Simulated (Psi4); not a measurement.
Psi4 input (wB97X-D/6-31G*):

```
memory 1500 MB

molecule {
1 2
O     0.02204159    1.10436371   -0.00118827
H    -0.92327012    1.31460394    0.01604549
Cl    0.04393750   -0.59703021   -0.00038467
symmetry c1
no_reorient
no_com
}

set {
  basis 6-31G*
  reference uks
  scf_type pk
  dft_radial_points 99
  dft_spherical_points 590
  e_convergence 1e-8
  d_convergence 1e-7
  maxiter 150
}

e = energy('wb97x-d')
print_out(f'\nFINAL {e:.10f} DIPOLE {variable("CURRENT DIPOLE")[0]:.6f} {variable("CURRENT DIPOLE")[1]:.6f} {variable("CURRENT DIPOLE")[2]:.6f}\n')
```

From the last part of the output:

```
              A
    DOCC [    12 ]
    SOCC [     1 ]
    NA   [    13 ]
    NB   [    12 ]

  @UKS Final Energy:  -535.49043902290509

   => Energetics <=

    Nuclear Repulsion Energy =             50.8657450335661849
    One-Electron Energy =                -830.8904468032917521
    Two-Electron Energy =                 271.1994743211808441
    DFT Exchange-Correlation Energy =     -26.6651605619717884
    Empirical Dispersion Energy =          -0.0000510123886530
    VV10 Nonlocal Energy =                  0.0000000000000000
    Total Energy =                       -535.4904390229050932

  UHF NO Occupations:
  HONO-2 :   11  A 1.9996223
  HONO-1 :   12  A 1.9989559
  HONO-0 :   13  A 1.0000000
  LUNO+0 :   14  A 0.0010441
  LUNO+1 :   15  A 0.0003777
  LUNO+2 :   16  A 0.0001452
  LUNO+3 :   17  A 0.0000941

Computation Completed

Properties will be evaluated at   0.000000,   0.000000,   0.000000 [a0]

Properties computed using the SCF density matrix

 Multipole Moments:

 ------------------------------------------------------------------------------------
     Multipole            Electronic (a.u.)      Nuclear  (a.u.)        Total (a.u.)
 ------------------------------------------------------------------------------------

 L = 1.  Multiply by 2.5417464519 to convert [e a0] to [Debye]
 Dipole X            :         -0.7573292            0.0000002           -0.7573290
 Dipole Y            :          0.1576733            0.0000001            0.1576734
 Dipole Z            :          0.0138144           -0.0000001            0.0138143
 Magnitude           :                                                    0.7736918

 ------------------------------------------------------------------------------------

FINAL -535.4904390229 DIPOLE -0.757329 0.157673 0.013814

*** Psi4 exiting successfully. Buy a developer a beer!
```

The dipole moment of an ion depends on the origin.

The geometry given is a B3LYP-D3(BJ)/def2-TZVP minimum of the species of charge 0 and multiplicity 1, not of this state.
